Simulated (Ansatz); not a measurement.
Ansatz (a first-principles code) input (BLYP/def2-TZVPD):

Ansatz 0.2 input:
```yaml
crystal:
  periodic: [false, false, false]
  atoms:
    - {symbol: C, position_ang: [0.72403310, 1.79239507, -0.03031994]}
    - {symbol: C, position_ang: [0.76031785, 0.28052987, -0.04737150]}
    - {symbol: C, position_ang: [-0.63355368, -0.28316512, -0.01353096]}
    - {symbol: C, position_ang: [-0.67602212, -1.81383621, -0.02190892]}
    - {symbol: H, position_ang: [1.72840622, 2.22793654, 0.06033451]}
    - {symbol: H, position_ang: [-1.70143998, -2.20864986, 0.01923879]}
    - {symbol: H, position_ang: [0.10939338, 2.26461132, 0.79621000]}
    - {symbol: H, position_ang: [0.29292530, 2.20418998, -0.95768097]}
    - {symbol: H, position_ang: [-0.13284901, -2.21272884, 0.84234972]}
    - {symbol: H, position_ang: [-0.17751014, -2.19660174, -0.91756637]}
    - {symbol: H, position_ang: [1.29730464, -0.06782599, 0.85466338]}
    - {symbol: H, position_ang: [-1.20160135, 0.07901021, -0.88680250]}
    - {symbol: H, position_ang: [-1.26328001, 0.05451668, 0.86804152]}
basis:
  gaussian:
    orbitals: def2-TZVPD
hamiltonian:
  xc: {name: BLYP}
total_charge: -1
output: {forces: true}
```

End of the output:

```
integrals: 0.11 GiB planned
1155 factors; their error is unknown
mean field: 1.12 GiB planned
mean field evaluation 1: about -4278.3476 eV, gradient 7.2e1 eV
mean field evaluation 2: about -4142.4539 eV, gradient 2.0e2 eV
mean field evaluation 4: about -4289.1108 eV, gradient 3.3e1 eV
mean field evaluation 8: about -4292.2457 eV, gradient 9.4e-2 eV
mean field evaluation 16: about -4292.1843 eV, gradient 1.3e-3 eV
mean field -4292.18434440 eV, -157.7348653095 hartree, gradient 1.9e-5 eV, S^2 0.000000; 2 other end points of the search recorded, 0 dependent functions left out
the calculation of the forces begins
reference -4292.18476066 eV, -157.7348806069 hartree; 17, 17 occupied and 212, 212 virtual orbitals, 1155 factors
Total energy: -4292.18476066 eV, -157.7348806069 hartree
Atom 0 at     0.724033     1.792395    -0.030320 Å, force     0.181455     0.119971    -0.216071 eV/Å
Atom 1 at     0.760318     0.280530    -0.047371 Å, force    -0.082405     0.069690     0.183099 eV/Å
Atom 2 at    -0.633554    -0.283165    -0.013531 Å, force     0.006926    -0.084804    -0.219186 eV/Å
Atom 3 at    -0.676022    -1.813836    -0.021909 Å, force    -0.029221    -0.104644     0.010397 eV/Å
Atom 4 at     1.728406     2.227937     0.060335 Å, force     0.167842     0.086124     0.003467 eV/Å
Atom 5 at    -1.701440    -2.208650     0.019239 Å, force    -0.204386    -0.080828     0.009949 eV/Å
Atom 6 at     0.109393     2.264611     0.796210 Å, force    -0.140178     0.022910     0.207276 eV/Å
Atom 7 at     0.292925     2.204190    -0.957681 Å, force    -0.045557     0.073426    -0.125265 eV/Å
Atom 8 at    -0.132849    -2.212729     0.842350 Å, force     0.094967    -0.103677     0.169951 eV/Å
Atom 9 at    -0.177510    -2.196602    -0.917566 Å, force     0.088571    -0.109290    -0.193920 eV/Å
Atom 10 at     1.297305    -0.067826     0.854663 Å, force     0.106069    -0.051936     0.066099 eV/Å
Atom 11 at    -1.201601     0.079010    -0.886803 Å, force    -0.083843     0.070384    -0.113639 eV/Å
Atom 12 at    -1.263280     0.054517     0.868042 Å, force    -0.060242     0.092673     0.217845 eV/Å
Dipole moment:    -0.362462    -0.178003     0.097807 e Å
```

It need not be the lowest isomer of its formula. Whether it binds its extra electron was not tested at this geometry.
